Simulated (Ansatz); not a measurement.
The first iterations of a band of AlClFH3 (6 atoms, charge 0, multiplicity 1).

These are results of RHF/def2-SVP (Ansatz 0.2.0), not measurements.

| Quantity | Value |
| --- | --- |
| movable images | 5 |
| climbing image | yes |
| spring | 5.0 eV/Å² |
| optimiser | quadratic models (default) |
| start path | through a guess of the saddle point |
| force threshold | 0.03 eV/Å |
| iteration limit | 60 |
| end points | relaxed |

Image 0:

```xyz
6
Properties=species:S:1:pos:R:3
Al 0.006 0.013 0.114
Cl -0.001 0.487 2.226
H 1.390 0.144 -0.613
H -1.387 0.065 -0.603
F 0.066 -1.998 0.685
H 0.070 -2.008 1.602
```

Image 6:

```xyz
6
Properties=species:S:1:pos:R:3
Al 0.016 -0.376 -0.317
Cl 0.018 -0.084 2.479
H 1.389 0.298 -0.664
H -1.396 0.218 -0.654
F 0.064 -1.989 0.124
H 0.054 -1.362 2.442
```

| iteration | highest image above the first end (eV) | largest band force component (eV/Å) |
| --- | --- | --- |
| 1 | 1.390 | 3.809 |
| 2 | 0.713 | 1.487 |

Question: Does the band converge within its limit, and where does its top end?

Answer: It converged. It ended after 7 iterations with the highest image 0.645 eV above the first end. A vibrational analysis at the climbing image gives one clearly imaginary mode, 1251i cm⁻¹: a first-order saddle point. The orbitals stay closed-shell, which can raise the energy where a bond breaks towards radicals; this wasn't checked here.

Time of the run: 24 s on 1 thread of Arm Neoverse V1 (shared host), peak memory 0.11 GiB.
